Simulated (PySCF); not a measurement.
Species: C2H6S2.
Geometry (PBE0-D3(BJ)/def2-TZVP, Å), atoms numbered from 1 in this order:
```xyz
10
C2H6S2 angstrom
C      1.8552   -0.0568   -0.2647
S      0.9041    0.2625    1.2352
S     -0.7317    1.2482    0.5565
C     -1.8599   -0.0839    0.0961
H      2.7758   -0.5480    0.0580
H      2.1010    0.8771   -0.7683
H      1.3175   -0.7219   -0.9402
H     -1.4958   -0.6307   -0.7733
H     -2.0066   -0.7620    0.9359
H     -2.8097    0.3931   -0.1553
```

Level: wB97X-D/pcSseg-2 in PySCF, non-relativistic, on one gas-phase PBE0-D3(BJ)/def2-TZVP geometry that isn't relaxed in the solvent. The solvent is an IEF-PCM continuum (Bondi radii, 1.10 Å for H, scaled by 1.2). Only the electrostatic response of the medium enters.

Gas phase at wB97X-D/pcSseg-2: HOMO -8.60 eV, LUMO 1.59 eV, dipole 2.15 D.

Question: What does the continuum do to the energy, the frontier levels and the dipole at wB97X-D/pcSseg-2 in chloroform?

Answer: 
```json
{"solvent": "chloroform", "ε": "4.711", "E(solvent) − E(gas) (kcal/mol)": "-2.68", "polarisation term (kcal/mol)": "-3.06", "distortion of the solute (kcal/mol)": "0.38", "HOMO (eV)": "-8.63", "LUMO (eV)": "1.58", "dipole (D)": "2.71"}
```

The polarisation term is half the interaction of the solute with the surface charges that it induces; the rest is the cost of distorting the solute's density. The sum is the electrostatic part of solvation alone.

Question: Which radius a makes the point-dipole formula ΔE = −[(ε − 1)/(2ε + 1)]·μ²/a³ give the value in chloroform, with the gas-phase dipole?

Answer: μ = 0.847 au and |ΔE| = 0.00427 Eh give a = 2.07 Å; the farthest nucleus lies 2.85 Å from the centroid of the nuclei, so such a sphere wouldn't even hold the nuclei. The formula assumes a rigid point dipole at the centre of a sphere.

Question: Give the dipole vector in the frame of the coordinates (D, pointing from negative to positive charge), gas and chloroform.

Answer: Gas (-0.15, -1.39, -1.64), solvent (-0.19, -1.75, -2.07). Its length changes by +26 % and its direction by less than 1°.

Time: 32 s wall, 76 s CPU; peak memory 1.7 GiB. Hardware: AMD EPYC, 2 threads, no GPU, shared host with 64 logical CPUs at a one-minute load of 66. This is the whole shielding run at wB97X-D/pcSseg-2 in chloroform, SCF included.

Note: wB97X-D ran without an empirical dispersion term, which enters the total energy and its gradient alone.
